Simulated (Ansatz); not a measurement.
**Property card for LiNbO₃**

These are results of DFT r2SCAN, scalar-relativistic, plane waves, PAW (Ansatz 0.2.0), not measurements.

Settings: cutoff 500 eV, Γ-centred mesh 6×6×6 on the computed 10-atom cell, Gaussian smearing of 0.02 eV; no spin polarisation.

The structure is relaxed at this level of theory with its symmetry kept. This form isn't the usual stable structure of the compound.

```
Li Nb O
1.0
     2.59245    1.49675    4.56263
    -2.59245    1.49675    4.56263
     0.00000   -2.99351    4.56263
Li Nb O
2 2 6
Direct
  0.25000 0.25000 0.25000
  0.75000 0.75000 0.75000
  0.00000 0.00000 0.00000
  0.50000 0.50000 0.50000
  0.12844 0.37156 0.75000
  0.75000 0.12844 0.37156
  0.37156 0.75000 0.12844
  0.25000 0.87156 0.62844
  0.87156 0.62844 0.25000
  0.62844 0.25000 0.87156
```

| Quantity | Value |
| --- | --- |
| Space group | R-3c (No. 167) |
| Volume per atom | 71.7 bohr³ |
| Formation energy from the elements' standard states (uncorrected) | -2.764 eV/atom |
| Generalised Kohn–Sham band gap | 2.97 eV, indirect from (0.000, 0.156, -0.156) to F |
| Löwdin character of the top 1 eV of the valence band | O 2p 95 % |
| Löwdin character of the lowest 1 eV of the conduction band | Nb 4d 85 %, O 2p 13 % |
| Electron masses at the edge by Cartesian direction of the standard setting (m_e; degenerate bands sorted by energy; no spin-orbit coupling) | x: 0.83; y: 0.63; z: 0.48 |
| Hole masses at the edge by Cartesian direction of the standard setting (m_e; degenerate bands sorted by energy; no spin-orbit coupling) | x: 1.6; y: 1.8; z: 2.0 |
| Bulk modulus | 159 GPa |
| Its pressure derivative | 5.0 |
| Bader charges (e) | Li (2 in the cell) 0.91, Nb (2 in the cell) 2.92, O (6 in the cell) -1.28 |

Cost: 8 runs of about 11 core-minutes in all, on Intel Xeon Platinum 8259CL (Skylake/Cascade Lake) (shared hosts).